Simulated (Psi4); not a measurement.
# One shape, several levels: doublet [C2H2F4]+

Wanted: a comparison of 3 runs (UB3LYP/cc-pVDZ, UCAM-B3LYP/cc-pVDZ, UM06-2X/cc-pVDZ) of doublet [C2H2F4]+. 

The calculation is run with Psi4 1.11.

2 further runs of the same task are left out: 2 set aside as unsound or not needed.

## Step 1: The structure to begin with

[C2H2F4]+ has 8 atoms, charge +1, and is taken as a doublet. SMILES of the parent species: `FCC(F)(F)F`. Geometry: relaxed at PBE0-D4/def2-TZVP. That shape belongs to the parent species and isn't relaxed for this state.

Bond lengths: F1–C2 1.364 Å, C2–C3 1.514 Å, C3–F4 1.332 Å, C3–F5 1.339 Å, C3–F6 1.332 Å, C2–H7 1.092 Å, C2–H8 1.092 Å. Some angles: F1–C2–C3 109.8°, C2–C3–F4 111.9°, C2–C3–F5 108.9°, C2–C3–F6 111.9°, F4–C3–F5 108.1°, F4–C3–F6 107.9°, F5–C3–F6 108.1°, F1–C2–H7 109.7°, F1–C2–H8 109.7°, C3–C2–H7 108.6°.

## Step 2: Energy and forces at UB3LYP/cc-pVDZ (run 1)

job.in reads:

```
memory 1600 MB

molecule {
  1 2
  F     -0.224600    -1.506500     0.915200
  C     -0.211200    -0.737800    -0.211700
  C      0.211200     0.674300     0.135500
  F      1.434400     0.711300     0.662400
  F      0.217100     1.411800    -0.982100
  F     -0.624600     1.243600     1.002900
  H      0.502000    -1.148600    -0.930100
  H     -1.212300    -0.705100    -0.647900
  symmetry c1
}

set globals {
  basis cc-pVDZ
  reference uks
  puream true
  e_convergence 1e-09
  d_convergence 1e-08
  scf_type pk
  dft_radial_points 99
  dft_spherical_points 590
  maxiter 200
}

e_tot, wfn = gradient("b3lyp", return_wfn=True)
oeprop(wfn, "DIPOLE", "WIBERG_LOWDIN_INDICES", "LOWDIN_CHARGES")
print_variables()
```

On the command line:

```sh
$ psi4 job.in job.out -n 1
```

job.out:

```text
[...]
  Running in c1 symmetry.
[...]
  Nuclear repulsion =  273.039960987056929
[...]
  Multiplicity = 2
[...]
  Nalpha       = 25
  Nbeta        = 24
[...]
    Number of basis functions: 94
[...]
   @UKS iter   1:  -476.26279681988325    2.42157e-01   4.67663e-03 DIIS/ADIIS
[...]
   @UKS iter  15:  -476.33322301429217   -6.99174e-12   8.37887e-09 DIIS
[...]
   @S^2 Observed:                7.527107044E-01
[...]
  @UKS Final Energy:  -476.33322301429217
   => Energetics <=
    Nuclear Repulsion Energy =            273.0399609870569293
    One-Electron Energy =               -1189.6549369326830856
    Two-Electron Energy =                 483.1574895967119687
    DFT Exchange-Correlation Energy =     -42.8757366653779641
    Empirical Dispersion Energy =           0.0000000000000000
    VV10 Nonlocal Energy =                  0.0000000000000000
    Total Energy =                       -476.3332230142921730
[...]
  -Total Gradient:
     Atom            X                  Y                   Z
    ------   -----------------  -----------------  -----------------
       1       -0.001472702655    -0.017389638648     0.018407148607
       2        0.023194439080     0.090813866714    -0.001632386470
       3       -0.036832087528    -0.125731384286    -0.026167258341
       4        0.008589807346     0.020090249495     0.006367084569
       5        0.006028605173     0.024397104576    -0.001686728004
       6        0.004319970385     0.021180640497     0.007071064040
       7       -0.017026593610    -0.002771473117     0.001311427705
       8        0.013196524077    -0.010600871463    -0.003666348209
[...]
```

Run time: 47 s. Hardware: 1 thread of Intel Xeon Platinum 8488C (Sapphire Rapids), shared host; peak memory 0.88 GiB.

## Step 3: Energy and gradient at UCAM-B3LYP/cc-pVDZ (run 2)

c2h2f4.in reads:

```
memory 1600 mb

molecule molecule1 {
  1 2
  F     -0.42443249    -2.84687241     1.72947735
  C     -0.39911016    -1.39423993    -0.40005502
  C      0.39911016     1.27424233     0.25605789
  F      2.71062315     1.34416219     1.25175458
  F      0.41025954     2.66791534    -1.85590003
  F     -1.18032294     2.35006341     1.89520633
  H      0.94864251    -2.17053943    -1.75763427
  H     -2.29091498    -1.33244589    -1.22435356
  units au
  symmetry c1
}

set basis cc-pVDZ
set reference uks
set puream true
set e_convergence 1e-09
set d_convergence 1e-08
set scf_type pk
set dft_radial_points 99
set dft_spherical_points 590
set maxiter 200

result, w = gradient('cam-b3lyp', return_wfn=True)
oeprop(w, 'WIBERG_LOWDIN_INDICES', 'QUADRUPOLE', 'LOWDIN_CHARGES', title='CAM-B3LYP')
```

On the command line:

```sh
$ psi4 -n 1 c2h2f4.in c2h2f4.out
```

c2h2f4.out:

```text
[...]
  Running in c1 symmetry.
[...]
  Nuclear repulsion =  273.039961114004711
[...]
  Multiplicity = 2
[...]
  Nalpha       = 25
  Nbeta        = 24
[...]
    Number of basis functions: 94
[...]
   @UKS iter   1:  -476.10788335289408    1.69230e-01   5.17409e-03 DIIS/ADIIS
[...]
   @UKS iter  17:  -476.19640526538853   -6.42331e-12   9.88336e-09 DIIS
[...]
   @S^2 Observed:                7.538471833E-01
[...]
  @UKS Final Energy:  -476.19640526538853
   => Energetics <=
    Nuclear Repulsion Energy =            273.0399611140047114
    One-Electron Energy =               -1189.5461344460686632
    Two-Electron Energy =                 479.5982838019020846
    DFT Exchange-Correlation Energy =     -39.2885157352266106
    Empirical Dispersion Energy =           0.0000000000000000
    VV10 Nonlocal Energy =                  0.0000000000000000
    Total Energy =                       -476.1964052653885346
[...]
  -Total Gradient:
     Atom            X                  Y                   Z
    ------   -----------------  -----------------  -----------------
       1       -0.002076006532    -0.025176811490     0.026982327381
       2        0.024529889227     0.100387328907    -0.008562777682
       3       -0.040531106803    -0.138350246692    -0.028788752969
       4        0.018158870489     0.021442574140     0.010400283522
       5        0.006306060087     0.030804286390    -0.010029684209
       6       -0.001740904828     0.026573225867     0.013687478416
       7       -0.018035241786    -0.003776061384     0.000744637155
       8        0.013386159874    -0.011916294339    -0.004430050580
[...]
```

It took 63 s on 1 thread of Intel Xeon Platinum 8488C (Sapphire Rapids), shared host; peak memory 0.96 GiB.

## Step 4: Energy and forces at UM06-2X/cc-pVDZ (run 3)

calc.py reads:

```python
import psi4

psi4.set_memory('1600 MB')
psi4.set_num_threads(1)
psi4.set_output_file('psi4.out', False)

molecule = psi4.geometry("""
1 2
F     -0.42443249    -2.84687241     1.72947735
C     -0.39911016    -1.39423993    -0.40005502
C      0.39911016     1.27424233     0.25605789
F      2.71062315     1.34416219     1.25175458
F      0.41025954     2.66791534    -1.85590003
F     -1.18032294     2.35006341     1.89520633
H      0.94864251    -2.17053943    -1.75763427
H     -2.29091498    -1.33244589    -1.22435356
units bohr
symmetry c1
""")

options = {'basis': 'cc-pVDZ', 'reference': 'uks', 'puream': True, 'e_convergence': 1e-09, 'd_convergence': 1e-08, 'scf_type': 'pk', 'dft_radial_points': 99, 'dft_spherical_points': 590, 'maxiter': 200}
psi4.set_options(options)

energy_value, wavefunction = psi4.gradient('m06-2x', return_wfn=True)
psi4.oeprop(wavefunction, 'WIBERG_LOWDIN_INDICES', 'MULLIKEN_CHARGES', 'DIPOLE', title='M06-2X')
print('gradient / Eh bohr^-1')
print(energy_value.np.round(6))
print(f'energy = {wavefunction.energy():.10f} Eh')
for k, v in sorted(psi4.core.scalar_variables().items()):
    print(f'{k:45s} {v:18.10f}')
```

On the command line:

```sh
$ python calc.py
```

psi4.out:

```text
[...]
  Running in c1 symmetry.
[...]
  Nuclear repulsion =  273.039961114004711
[...]
  Multiplicity = 2
[...]
  Nalpha       = 25
  Nbeta        = 24
[...]
    Number of basis functions: 94
[...]
   @UKS iter   1:  -476.07656693166228    1.94050e-01   5.03743e-03 DIIS/ADIIS
[...]
   @UKS iter  16:  -476.16538199427140   -9.20863e-12   9.95424e-09 DIIS
[...]
   @S^2 Observed:                7.553294231E-01
[...]
  @UKS Final Energy:  -476.16538199427140
   => Energetics <=
    Nuclear Repulsion Energy =            273.0399611140047114
    One-Electron Energy =               -1189.3063155879951864
    Two-Electron Energy =                 465.5006687137529298
    DFT Exchange-Correlation Energy =     -25.3996962340338222
    Empirical Dispersion Energy =           0.0000000000000000
    VV10 Nonlocal Energy =                  0.0000000000000000
    Total Energy =                       -476.1653819942713994
[...]
  -Total Gradient:
     Atom            X                  Y                   Z
    ------   -----------------  -----------------  -----------------
       1       -0.002539186880    -0.031094325862     0.033473430708
       2        0.026810197908     0.111561048659    -0.012271951451
       3       -0.043678140732    -0.148591816880    -0.031788715892
       4        0.023219765580     0.022253382436     0.012708342184
       5        0.006504506039     0.034211514009    -0.014169348560
       6       -0.004848256874     0.029495027852     0.017345144745
       7       -0.019302117422    -0.004654098122     0.000189267734
       8        0.013853888380    -0.013242787180    -0.005270175971
[...]
```

On the terminal:

```text
gradient / Eh bohr^-1
[[-0.002539 -0.031094  0.033473]
 [ 0.02681   0.111561 -0.012272]
 [-0.043678 -0.148592 -0.031789]
 [ 0.02322   0.022253  0.012708]
 [ 0.006505  0.034212 -0.014169]
 [-0.004848  0.029495  0.017345]
 [-0.019302 -0.004654  0.000189]
 [ 0.013854 -0.013243 -0.00527 ]]
energy = -476.1653819943 Eh
CURRENT ENERGY                                   -476.1653819943
CURRENT REFERENCE ENERGY                         -476.1653819943
DD SOLVATION ENERGY                                 0.0000000000
DFT FUNCTIONAL TOTAL ENERGY                      -476.1653819943
DFT TOTAL ENERGY                                 -476.1653819943
DFT VV10 ENERGY                                     0.0000000000
DFT XC ENERGY                                     -25.3996962340
GRID ELECTRONS ALPHA                               24.9999999528
GRID ELECTRONS BETA                                23.9999999544
GRID ELECTRONS TOTAL                               48.9999999071
NUCLEAR REPULSION ENERGY                          273.0399611140
ONE-ELECTRON ENERGY                             -1189.3063155880
PCM POLARIZATION ENERGY                             0.0000000000
PE ENERGY                                           0.0000000000
SCF ITERATION ENERGY                             -476.1653819943
SCF ITERATIONS                                     16.0000000000
SCF TOTAL ENERGY                                 -476.1653819943
TWO-ELECTRON ENERGY                               465.5006687138
XC GRID RADIAL POINTS                              99.0000000000
XC GRID SPHERICAL POINTS                          590.0000000000
XC GRID TOTAL POINTS                           443232.0000000000
```

Wall time 77 s (1 thread of Intel Xeon Platinum 8488C (Sapphire Rapids), shared host); peak memory 0.9 GiB.

## Step 5: Overview of the runs

```tsv
run	level	energy (Eh)	HOMO energy (eV)	LUMO energy (eV)	⟨S²⟩	wall time
1	UB3LYP/cc-pVDZ	-476.333223	-17.96	-15.65	0.753	47 s
2	UCAM-B3LYP/cc-pVDZ	-476.196405	-19.81	-14.45	0.754	63 s
3	UM06-2X/cc-pVDZ	-476.165382	-20.16	-14.81	0.755	77 s
```

## Step 6: Results

| quantity | value |
| --- | --- |
| run 3: total energy | -476.16538 Eh |
| run 3: HOMO energy (highest over α and β) | -20.16 eV |
| run 3: LUMO energy (lowest over α and β) | -14.81 eV |
| run 3: ⟨S²⟩ | 0.755 |
| run 3: largest force on an atom | 8.130 eV/Å |

**Reading.** Totals of different functionals can't be ranked against each other. All runs together took 3.1 min, the longest 77 s.
